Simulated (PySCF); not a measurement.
Gas-phase reaction: 3 vinylsilane + SiH4 ⇌ 4 CH3SiH + C2H6

Computed with PySCF (xtb for GFN2) and rigid-rotor harmonic-oscillator thermochemistry at 1 bar. † marks an energy on the PBE0/def2-TZVP geometry and frequencies; other levels use their own. CCSD(T) freezes the core. All species are closed-shell singlets. CH3SiH: computed as isolated molecules; such fragments, hydroxides, amides, oligomers or adducts are transient or little studied in the gas. CCSD(T) isn't extrapolated to the basis-set limit.

CCSD(T)/def2-SVP† gives ΔH°(298 K) = 428 kJ.

What do PBE/def2-TZVP†, LDA/def2-TZVP†, GFN2-xTB give?

PBE/def2-TZVP†: 415 kJ; LDA/def2-TZVP†: 433 kJ; GFN2-xTB: 482 kJ. For scale, ΔH°(298 K) is 428 kJ at this level, 416 kJ at ωB97M-V/def2-TZVP†, and runs from 400 to 482 kJ over the 20 levels computed.
